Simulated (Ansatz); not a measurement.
# HS2Si with multiplicity 2: shift of H4 from Si2 to S1, part 2 of 2

Wanted: the energy profile along the shift of H4 from Si2 to S1, from relaxed end points and a band of images. SMILES of the start: [S][SiH]=S.

Ansatz 0.2.0; UKS BHLYP-D4/def2-SVP. The steps go on from the part before.

## 10. The output, continued: dynamics from the highest image of the converged band

Output, continued, cut to the lines that bear on the results:

```text
md step   100: t =    50.00 fs  T =  2331.1 K  F+E_penalty+E_count = -29554.60972590 eV  E_kin = 0.602632 eV  conserved = -29554.00709406 eV  (38 SCF iters, 3 dispersion substeps)
[...]
md step   125: t =    62.50 fs  T =  3758.7 K  F+E_penalty+E_count = -29554.97824223 eV  E_kin = 0.971694 eV  conserved = -29554.00654774 eV  (33 SCF iters, 3 dispersion substeps)
[...]
md step   150: t =    75.00 fs  T =  3291.0 K  F+E_penalty+E_count = -29554.85881836 eV  E_kin = 0.850786 eV  conserved = -29554.00803210 eV  (34 SCF iters, 3 dispersion substeps)
[...]
md step   175: t =    87.50 fs  T =  3863.3 K  F+E_penalty+E_count = -29555.00587102 eV  E_kin = 0.998743 eV  conserved = -29554.00712820 eV  (38 SCF iters, 3 dispersion substeps)
[...]
md step   199: t =    99.50 fs  T =  2136.8 K  F+E_penalty+E_count = -29554.56095041 eV  E_kin = 0.552417 eV  conserved = -29554.00853326 eV  (38 SCF iters, 3 dispersion substeps)
[...]
md step   200: t =   100.00 fs  T =  2013.0 K  F+E_penalty+E_count = -29554.52863339 eV  E_kin = 0.520411 eV  conserved = -29554.00822221 eV  (69 SCF iters, 3 dispersion substeps)
Total energy: -29554.52875866 eV, -1086.1088991015 hartree
Atom 0 at    -1.005313    -0.362663     0.930185 Å, force    -1.734133    -0.383089     0.310320 eV/Å
Atom 1 at     0.671261     0.150710    -0.146734 Å, force     0.924376     0.644054    -2.510755 eV/Å
Atom 2 at    -0.286433     0.327281    -1.989652 Å, force     0.356166     0.146054    -0.429986 eV/Å
Atom 3 at     0.062233    -0.296518     1.646569 Å, force     0.453591    -0.407019     2.630422 eV/Å
Dipole moment:     0.112140    -0.039461     0.317046 e Å
```

It took 7 min on 1 thread of Arm Neoverse V2, shared host; peak memory 0.14 GiB.

## 11. What the atoms did

One step in 11; energies are changes from step 0:

```csv
time (fs),T (K),potential energy change (meV/atom),total energy change (meV/atom),H4–Si2 (Å),H4–S1 (Å)
0.0,300,0.0,0.00,1.65,1.67
5.5,336,-2.2,0.08,1.67,1.58
11.0,2479,-141.0,-0.22,1.91,1.34
16.5,4336,-261.3,-0.46,2.60,1.43
22.0,3373,-198.8,-0.23,3.03,1.46
27.5,2274,-127.8,-0.22,3.11,1.26
33.0,2042,-112.4,0.17,3.32,1.48
38.5,3590,-212.3,0.30,2.95,1.25
44.0,3056,-178.1,0.08,2.68,1.51
49.5,2718,-157.0,-0.71,2.27,1.29
55.0,2064,-114.2,-0.27,2.20,1.41
60.5,3217,-188.9,-0.35,2.46,1.40
66.0,4311,-259.8,-0.61,2.96,1.35
71.5,3023,-176.0,0.02,3.31,1.50
77.0,2411,-136.0,0.44,3.13,1.23
82.5,2373,-133.8,0.16,3.19,1.49
88.0,3814,-227.3,-0.16,2.67,1.28
93.5,2541,-144.9,-0.07,2.25,1.48
99.0,2150,-120.2,-0.63,1.96,1.36
100.0,2013,-111.4,-0.66,1.95,1.29
```

time (fs), T (K) and a bar:
```
      0.0        300 
      4.5        286 
      8.5       1077 ######
     13.0       3459 #########################
     17.5       3852 ############################
     21.5       3232 #######################
     26.0       2149 ##############
     30.5       2148 ##############
     35.0       3021 #####################
     39.0       3779 ###########################
     43.5       3289 #######################
     48.0       3164 ######################
     52.0       1545 ##########
     56.5       1701 ###########
     61.0       3476 #########################
     65.0       4167 ##############################
     69.5       2928 ####################
     74.0       3672 ##########################
     78.5       2997 #####################
     82.5       2373 ################
     87.0       3857 ############################
     91.5       3817 ###########################
     95.5       1536 ##########
    100.0       2013 #############
```

The last frame stands with the bonds of end B.

## 12. Dynamics from the top

It starts at the highest inner image of the first converged band: 200 steps of 0.5 fs at constant energy, with velocities drawn for 100 K.

Input file input.yaml:

```yaml
crystal:
  periodic: [false, false, false]
  atoms:
    - { symbol: S, position_ang: [-0.923698, -0.425321, 1.342339] }
    - { symbol: Si, position_ang: [0.140862, 0.086882, -0.32818] }
    - { symbol: S, position_ang: [0.076332, 0.439715, -2.229292] }
    - { symbol: H, position_ang: [0.706503, -0.101286, 1.215131] }
magnetization:
  spin_polarized: true
  initial_magnetization: 1
basis:
  gaussian: { orbitals: def2-SVP }
hamiltonian:
  xc: { name: BHLYP }
  dispersion: d4
md:
  timestep: 0.5
  n_steps: 200
  ensemble: nve
  temperature: 100.0
  initial_velocities: maxwell_boltzmann
  seed: 11147
```

Run with:

```console
$ ansatz run input.yaml --threads 1 --pin off --max-ram 2048MiB --backend cpu --events-out ev --progress --plain --runs-dir out
```

What it wrote, cut to the lines that bear on the results:

```text
Warning: RAYON_NUM_THREADS=1 ignored (pool sized by the plan → 1); use --threads N
[...]
[... 1 set-up line as earlier in the session ...]
[...]
569 factors; integrals over basis functions are off by at most 4.0e-4 eV
[...]
mean field -29553.89706497 eV, -1086.0856847868 hartree, gradient 4.0e-5 eV, S^2 0.763447; 0 other end points of the search recorded, 0 dependent functions left out
[...]
reference -29553.89718872 eV, -1086.0856893344 hartree; 24, 23 occupied and 35, 36 virtual orbitals, 569 factors
md step     0: t =     0.00 fs  T =   100.0 K  F+E_penalty+E_count = -29554.08314297 eV  E_kin = 0.025852 eV  conserved = -29554.05729097 eV  (31 SCF iters)
[...]
md step    25: t =    12.50 fs  T =  1471.4 K  F+E_penalty+E_count = -29554.43810097 eV  E_kin = 0.380380 eV  conserved = -29554.05772108 eV  (30 SCF iters, 3 dispersion substeps)
[...]
md step    50: t =    25.00 fs  T =  2999.3 K  F+E_penalty+E_count = -29554.83418302 eV  E_kin = 0.775382 eV  conserved = -29554.05880111 eV  (32 SCF iters, 3 dispersion substeps)
[...]
md step    75: t =    37.50 fs  T =  2961.9 K  F+E_penalty+E_count = -29554.82416981 eV  E_kin = 0.765700 eV  conserved = -29554.05847024 eV  (35 SCF iters, 3 dispersion substeps)
[...]
md step    98: t =    49.00 fs  T =  2422.2 K  F+E_penalty+E_count = -29554.68368440 eV  E_kin = 0.626195 eV  conserved = -29554.05748967 eV  (36 SCF iters, 3 dispersion substeps)
md step    99: t =    49.50 fs  T =  2527.4 K  F+E_penalty+E_count = -29554.71143742 eV  E_kin = 0.653383 eV  conserved = -29554.05805463 eV  (36 SCF iters, 3 dispersion substeps)
```

## 13. More of the same log: dynamics from the highest image of the converged band

Output, continued, cut to the lines that bear on the results:

```text
md step   100: t =    50.00 fs  T =  2623.5 K  F+E_penalty+E_count = -29554.73698622 eV  E_kin = 0.678219 eV  conserved = -29554.05876677 eV  (35 SCF iters, 3 dispersion substeps)
[...]
md step   125: t =    62.50 fs  T =  2851.8 K  F+E_penalty+E_count = -29554.79559552 eV  E_kin = 0.737240 eV  conserved = -29554.05835508 eV  (34 SCF iters, 3 dispersion substeps)
[...]
md step   150: t =    75.00 fs  T =  3093.9 K  F+E_penalty+E_count = -29554.85831249 eV  E_kin = 0.799839 eV  conserved = -29554.05847380 eV  (31 SCF iters, 3 dispersion substeps)
[...]
md step   175: t =    87.50 fs  T =  4107.3 K  F+E_penalty+E_count = -29555.12014570 eV  E_kin = 1.061823 eV  conserved = -29554.05832225 eV  (33 SCF iters, 3 dispersion substeps)
[...]
md step   199: t =    99.50 fs  T =  1673.1 K  F+E_penalty+E_count = -29554.49002611 eV  E_kin = 0.432526 eV  conserved = -29554.05749991 eV  (40 SCF iters, 3 dispersion substeps)
[...]
md step   200: t =   100.00 fs  T =  1769.5 K  F+E_penalty+E_count = -29554.51553290 eV  E_kin = 0.457455 eV  conserved = -29554.05807751 eV  (73 SCF iters, 3 dispersion substeps)
Total energy: -29554.51565797 eV, -1086.1084176604 hartree
Atom 0 at    -0.967889    -0.346582     0.974882 Å, force    -0.195688    -0.915857     3.670377 eV/Å
Atom 1 at     0.576119     0.107962    -0.157969 Å, force     2.055876     1.097447    -3.834955 eV/Å
Atom 2 at    -0.245451     0.352232    -2.028663 Å, force     0.491070     0.109407    -0.068298 eV/Å
Atom 3 at     0.219358    -0.410535     1.778755 Å, force    -2.351258    -0.290997     0.232876 eV/Å
Dipole moment:     0.063191    -0.098412     0.513188 e Å
```

Wall time 6.7 min (1 thread of Arm Neoverse V2, shared host); peak memory 0.14 GiB.

## 14. The trajectory

The trajectory, every 8 steps (energies from step 0):

```csv
time (fs),T (K),potential energy change (meV/atom),total energy change (meV/atom),H4–Si2 (Å),H4–S1 (Å)
0.0,100,0.0,0.00,1.65,1.67
4.0,94,0.4,0.01,1.68,1.65
8.0,207,-6.8,0.05,1.70,1.59
12.0,1239,-73.6,-0.01,1.78,1.42
16.0,2906,-181.3,0.05,2.09,1.27
20.0,3349,-210.2,-0.21,2.62,1.47
24.0,2726,-169.8,-0.08,2.94,1.48
28.0,2021,-124.0,0.18,2.99,1.24
32.0,2274,-140.9,-0.38,3.21,1.39
36.0,2177,-134.2,0.09,3.27,1.47
40.0,3320,-208.2,-0.04,2.98,1.27
44.0,3929,-248.0,-0.57,2.78,1.39
48.0,2311,-142.8,0.11,2.56,1.50
52.0,2156,-133.5,-0.61,2.29,1.28
56.0,1924,-118.5,-0.67,2.23,1.32
60.0,1591,-96.2,0.18,2.38,1.49
64.0,3473,-218.6,-0.55,2.61,1.33
68.0,3862,-243.7,-0.56,2.97,1.32
72.0,2477,-153.4,0.16,3.31,1.51
76.0,3342,-210.2,-0.65,3.29,1.36
80.0,2816,-175.7,-0.18,3.20,1.26
84.0,3055,-190.9,0.09,3.26,1.48
88.0,4345,-274.8,-0.41,2.98,1.39
92.0,4391,-277.5,-0.13,2.54,1.27
96.0,2662,-165.6,0.00,2.28,1.48
100.0,1770,-108.1,-0.20,2.04,1.44
```

time (fs), T (K) and a bar:
```
      0.0        100 
      4.5         96 
      8.5        254 #
     13.0       1696 ###########
     17.5       3775 ##########################
     21.5       2698 ##################
     26.0       3075 #####################
     30.5       2183 ###############
     35.0       1854 ############
     39.0       3401 #######################
     43.5       4049 ############################
     48.0       2311 ################
     52.0       2156 ###############
     56.5       1978 #############
     61.0       1954 #############
     65.0       3465 ########################
     69.5       3546 ########################
     74.0       2704 ###################
     78.5       2453 #################
     82.5       3352 #######################
     87.0       3840 ###########################
     91.5       4323 ##############################
     95.5       3062 #####################
    100.0       1770 ############
```

The last frame stands with the bonds of end B.

## 15. What came out

This closing draws on all 2 parts.

```
                         quantity                               value
                            end A            17 moves, 0.104 eV lower
                            end B             9 moves, 1.639 eV lower
                 barrier forwards                            1.262 eV
                barrier backwards                            1.458 eV
     second end relative to first                           -0.196 eV
                    highest image               3 of 0 to 6, climbing
                  band iterations                                   6
       imaginary modes at the top                          1624i cm⁻¹
trajectory at 300 K, after 100 fs  with the bonds of end B, at 2013 K
trajectory at 100 K, after 100 fs  with the bonds of end B, at 1770 K
```

What this shows: The barrier from the first end is 1.26 eV, 49 times kT at 300 K. Going back costs 1.46 eV, since the second end is 0.20 eV below the first. By distance, end A alone has Si2–H4 and end B alone has S1–H4. One imaginary mode, as a first-order saddle point has. These are electronic energies, with no zero-point or thermal terms. Tunnelling, which matters where hydrogen moves, is missing too.
